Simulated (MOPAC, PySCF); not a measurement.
Constitutional and geometric isomers with formula C2H3N. Gas-phase values, no solvent. Strings in code marks are SMILES.

Quantity: electronic energy of isomers of C2H3N relative to `CC#N`, in eV. Semi-empirical values (MOPAC) are differences of heats of formation.

Level 1: BP86/6-31G* // PBE0-D3(BJ)/def2-TZVP (PySCF)
Level 2: M06-2X/6-31G* // PBE0-D3(BJ)/def2-TZVP (PySCF)
Level 3: PBE/6-31G* // PBE0-D3(BJ)/def2-TZVP (PySCF)
Level 4: PM3 // PBE0-D3(BJ)/def2-TZVP (MOPAC)

```tsv
species	level 1	level 2	level 3	level 4
`C=C=N`	1.07	[?]	1.06	[?]
`C#CN`	[?]	2.02	2.02	1.30
`[C-]#[N+]C`	1.08	0.99	1.11	1.38
```

Fill in the missing entries.


- `C=C=N`, level 2: 1.28
- `C=C=N`, level 4: 1.12
- `C#CN`, level 1: 2.03
